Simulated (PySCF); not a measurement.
# 3,3-dimethyl-1-butene: calculation and literature

Mapped SMILES: `[CH2:1]=[CH:2][C:3]([CH3:4])([CH3:5])[CH3:6]` (H(Xn): hydrogen on atom n). Ha(C1) is cis to C3; Hb(C1) is trans to C3.

Rapidly exchanging positions averaged, a single conformation, in vacuum, non-relativistic. Structure optimised with PBE0-D3(BJ)/def2-SVP; shielding tensors at PBE0/pcSseg-1 (GIAO); PySCF.

Reference values: measured (solution, not stated per compound (mostly CDCl3 or CCl4); Pretsch, Buehlmann, Badertscher, Structure Determination of Organic Compounds, 4th ed. (2009)).
```csv
atoms,quantity,reference,computed,"computed, scaled"
C3,δ ¹³C,33.8,34.7,32.9
C4/C5/C6,δ ¹³C,29.4,30.3,28.6
```

Reference values: estimated from measurements, as parent shift plus tabulated substituent increment (solution, not stated per compound (mostly CDCl3 or CCl4); Pretsch, Buehlmann, Badertscher, Structure Determination of Organic Compounds, 4th ed. (2009)).
```csv
atoms,quantity,reference,computed,"computed, scaled"
C2,δ ¹³C,149.3,159.3,153.4
C1,δ ¹³C,108.5,116.5,111.9
```

Computed shifts are σ(ref) − σ with the named reference compound (TMS for H and C) calculated as an isolated molecule at the same level. The measured values may be among those fitted. Shieldings were converted by linear fits to measured shifts (mostly CDCl3, TMS scale, for H and C): ¹³C (scatter 1.9 ppm rms, 2.3 ppm with the 23 outliers that the fit left out). Occasional misses reach two or three times the rms, and more in compound classes unlike the fitted ones.

**Question.** How far are the unscaled ¹³C shifts from the references?

**Answer.** Mean signed difference +4.95 ppm, mean absolute 4.95 ppm over 4 comparisons; the largest is +10.0 ppm at C2 (alkene CH).

4 of the 20 published NMR values on file for this molecule are compared. The rest: values from further sources, values whose atom or origin is in doubt.
